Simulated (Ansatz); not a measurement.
# S₂F+ (triplet): from Hartree-Fock to the top rungs, def2-QZVPP

One table from this session's results is given with a row withheld; the runs are named, their logs left out.

Program: Ansatz 0.2.0, Gaussian basis. Level of theory: def2-QZVPP, core rule «outside noble gas», up to 11 orbitals frozen. These are calculated values, not measurements.

Plan: UHF; ROHF; CCSD(T) on UHF.

## The system

The geometry is a PBE0/def2-TZVP stationary point (not a proven minimum) of the parent state, kept for this charge and spin.

3 atoms, charge 1, spin multiplicity 3.

Atoms are counted from 1 here; the program's logs count them from 0.

Bond lengths: F1–S2 1.740 Å, S2–S3 1.950 Å. Angles: F1–S2–S3 180.0°.

The first run:

Contents of in.yaml:

```yaml
crystal:
  periodic: [false, false, false]
  atoms:
    - {symbol: F, position_ang: [0.000000, 0.000000, 1.810100]}
    - {symbol: S, position_ang: [0.000000, 0.000000, 0.070000]}
    - {symbol: S, position_ang: [0.000000, 0.000000, -1.880100]}
basis:
  gaussian: {orbitals: "def2-QZVPP.json"}
total_charge: 1
magnetization: {spin_polarized: true, initial_magnetization: 2}
hamiltonian: {xc: hf}
output: {orbitals: {seedname: orbitals}}
```

Run with:

```bash
> ansatz run in.yaml --threads 1 --pin off --events-out ev --progress --plain --max-ram 2393MiB
```

Steps of the session up to this table: UHF; ROHF; CCSD(T) on UHF.

One table of the session follows, with a row left open; its other results are not shown here.

| method | from UCCSD(T) (meV) |
| --- | --- |
| ROHF | +19221.1 |
| UHF | +17727.4 |
| UMP2 | ? |
| UCCSD | +1021.0 |
| UCCSD(T) | 0 |

Estimate the missing values for UMP2.

The run gave: from UCCSD(T) (meV): +2436.8. In the column «from UCCSD(T) (meV)» it lies between UCCSD (+1021.0) and UHF (+17727.4).

Caveats from the session: The determinant is far from a pure spin state, so its energy mixes those of several spin states (harmless only where they are near-degenerate, as at dissociation).
